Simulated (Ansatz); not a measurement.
# C2H3S: the cost of one run

Program: Ansatz 0.2.0. Level of theory: RKS PBE0/def2-SVP. These are calculated values, not measurements.

## Step 1: The structure to begin with

Bond lengths: C1–C2 1.272 Å, C2–S3 1.605 Å, C1–H4 1.086 Å, C1–H5 1.086 Å, S3–H6 1.360 Å. Angles: C1–C2–S3 174.7°, C2–C1–H4 123.3°, C2–C1–H5 123.2°, H4–C1–H5 113.5°, C2–S3–H6 96.7°.

Coordinates:

```xyz
6

C    -0.7245    0.2758   -0.6818
C     0.0426    0.0388    0.3047
S     0.9185   -0.1775    1.6320
H    -1.5299   -0.3873   -0.9830
H    -0.6206    1.1476   -1.3208
H     1.9140   -0.8975    1.0488
```

## Step 2: End point A

File input.yaml:

```yaml
crystal:
  periodic: [false, false, false]
  atoms:
    - { symbol: C, position_ang: [-0.72448, 0.27578, -0.68179] }
    - { symbol: C, position_ang: [0.04256, 0.03884, 0.30472] }
    - { symbol: S, position_ang: [0.91848, -0.17751, 1.63204] }
    - { symbol: H, position_ang: [-1.52995, -0.38726, -0.98303] }
    - { symbol: H, position_ang: [-0.62059, 1.14761, -1.32076] }
    - { symbol: H, position_ang: [1.91398, -0.89746, 1.04882] }
total_charge: 1
basis:
  gaussian: { orbitals: def2-SVP }
hamiltonian:
  xc: pbe0
relax:
  f_tol: 0.02
  max_steps: 50
```

Started as:

```sh
ansatz run input.yaml --threads 1 --pin off --max-ram 2048MiB --backend cpu --events-out ev --progress --plain --runs-dir out
```

What time and memory should one allow on 1 thread of Arm Neoverse V1, shared host?

About 11 s, with a peak of 0.11 GiB.
